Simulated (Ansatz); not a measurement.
Relaxed structures of CH5BN, doublet (PBE0-D4/def2-TZVP; forces vanish, vibrations not checked; lower isomers may exist, and structures with a doubtful reference or unclear bonds are left out; Å). Ansatz 0.2.0; basis: def2-TZVPP; cores frozen in the correlated methods; orbitals are unrestricted.

Task: Rank them by CCSD(T) energy, lowest first, and give each one's height above the lowest. Links in brackets join atoms within 1.22 times the sum of their covalent radii (1.1 for two metals). (An estimate is asked for; the value comes from the calculation.)
A.
CH₅BN ([BH2][CH2][NH])
```
8
angstrom
C 0.3222 0.0023 0.3626
B -0.6070 0.5700 -0.7530
N -0.0210 -1.2641 0.8950
H -1.6680 0.0804 -0.9934
H -0.2588 1.5760 -1.2985
H 0.0420 0.8000 1.0947
H 1.3837 0.1721 0.1350
H 0.6211 -1.9546 0.4986
```
B.
CH₅BN ([CH2][BH][NH2])
```
8
angstrom
C -0.6680 0.7114 -0.0053
B 0.5042 -0.2026 0.3594
N 0.3013 -1.5709 0.5732
H -1.6903 0.3540 -0.1139
H -0.5997 -2.0135 0.5006
H -0.5517 1.7763 -0.1789
H 1.6224 0.2172 0.4729
H 1.0434 -2.2041 0.8140
```
C.
CH₅BN ([CH3][BH][NH])
```
8
angstrom
C -0.1063 1.0139 -0.0501
B 0.7361 -0.3069 0.1204
N 0.2485 -1.5208 0.4544
H 0.3193 1.8001 0.5810
H -0.0272 1.3719 -1.0810
H -1.1602 0.8920 0.2011
H 1.9254 -0.3030 -0.1357
H 0.3259 -2.3396 1.0279
```

Result: By the calculation: B (0.0 kJ/mol), C (80.3 kJ/mol), A (240.9 kJ/mol). Heights count from the lowest.

T1 diagnostic: at most 0.024. ⟨S²⟩ of the unrestricted Hartree–Fock references: 0.76 to 0.77 (a pure state has 0.75).

For scale, one of the runs: CCSD(T)/def2-TZVPP, 163 basis functions, launched by `ansatz run in.yaml --threads 2 --pin off --events-out ev --progress --plain --max-ram 4352MiB`. Time: 86 s of wall clock on 2 CPU threads of an Arm Neoverse V2; the host was shared. Peak host memory: 3.1 GiB.
